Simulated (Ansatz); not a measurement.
Reaction (isomerisation): `CC/C=C/S` → `C=C(S)CC`

Computed with Ansatz on PBE0-D4/def2-TZVP structures; ΔE is electronic, products minus reactants. CCSD(T)/CBS is the MP2 limit (def2-TZVPP, def2-QZVPP) plus CCSD(T) − MP2 in def2-TZVPP, frozen cores. Functionals use def2-TZVPP. Each species was taken in one conformer, which may not be the lowest.

`CC/C=C/S`:

Z-matrix (Å, degrees):
```
C
C 1 1.525
H 1 1.093 2 111.1
H 1 1.092 2 110.9 3 -120.4
H 1 1.093 2 111.1 3 119.9
C 2 1.493 1 112.6 3 -178.0
H 2 1.094 1 110.0 3 59.6
H 2 1.097 1 108.9 3 -56.6
C 6 1.328 2 124.1 1 -119.0
H 6 1.089 2 116.5 1 60.0
S 9 1.748 6 128.4 2 179.4
H 9 1.087 6 120.3 2 -0.7
H 11 1.343 9 97.1 6 -0.0
```

`C=C(S)CC`:

Cartesian coordinates in Å:
```
C -1.071 1.695 0.186
C -0.188 0.745 0.480
S 0.074 0.315 2.172
C 0.544 -0.050 -0.559
C 0.134 -1.516 -0.617
H -1.582 2.266 0.953
H -1.311 1.916 -0.848
H 1.326 -0.149 2.027
H 0.371 0.425 -1.529
H 1.622 0.022 -0.366
H 0.697 -2.041 -1.391
H -0.930 -1.609 -0.845
H 0.315 -2.018 0.335
```

```tsv
species	RPA@PBE/def2-TZVPP energy (Eh)
`CC/C=C/S`	-555.09476
`C=C(S)CC`	-555.09689
```

(1) Work out ΔE.

Largest T1 diagnostic among the species: 0.011.

## Answers

(1) ΔE = (-555.09689) − (-555.09476) = -0.00213 Eh = -5.6 kJ/mol. CCSD(T)/CBS gives -6.5 kJ/mol.

In def2-TZVPP, CCSD(T) changes the Hartree–Fock value by −6.1 kJ/mol (the triples alone add −1.2 kJ/mol) and MP2 by −8.2 kJ/mol. Leaving LDA and LC-ωPBE aside and taking each functional with its dispersion term where it has one, the values, not all of them listed here, spread over 3.5 kJ/mol, from ωB97M-V to B2PLYP. LDA lies −4.8 kJ/mol from PBE without D4.
